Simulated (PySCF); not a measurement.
PH⁺: energy against distance

Set-up: basis P 6-31G(d,p), H 6-31G(d,p); no relativity; PySCF 2.14. Energies in eV from P⁺ + H in their ground configurations at the same level. State: ²Π (doublet), unpaired electrons π ↑.

All columns are PBE. A positive dipole points towards H; it is taken about the centre of mass and depends on that origin.

```tsv
R (Å)	E (eV)	μ (D)	Mulliken charge on P (basis-dependent)	HOMO (eV)	LUMO (eV)	Mayer bond order	⟨S²⟩
1.234	-2.808	1.07	0.90	-14.70	-14.41	0.94	0.75
1.292	-3.143	1.05	0.90	-14.67	-14.38	0.95	0.75
1.349	-3.343	1.03	0.90	-14.64	-14.36	0.95	0.75
1.392	-3.425	1.02	0.90	-14.63	-14.34	0.96	0.75
1.435	-3.459	1.01	0.89	-14.61	-14.32	0.96	0.75
1.478	-3.455	1.01	0.89	-14.59	-14.31	0.96	0.75
1.536	-3.401	1.01	0.89	-14.57	-14.29	0.96	0.75
1.607	-3.277	1.01	0.88	-14.55	-14.27	0.97	0.75
1.693	-3.069	1.03	0.87	-14.52	-14.24	0.97	0.75
1.808	-2.735	1.07	0.85	-14.49	-14.21	0.96	0.75
```

A fit through these points gives, at Re = 1.451 Å, μ = 1.01 D and dμ/dR = -0.138 D/Å; the reduced mass is 0.9761 u.

Problem. How strong is the fundamental in the double-harmonic approximation, I = 42.26·(dμ/dR)²/μred km/mol?

Solution. I = 42.26·(-0.138)²/0.9761 = 0.825 km/mol at PBE.

For an ion De counts to the pair picked by the measured ionisation energies or electron affinities, which need not be the lowest pair at this level. The state was picked by a PBE0 search and need not be the measured ground state.
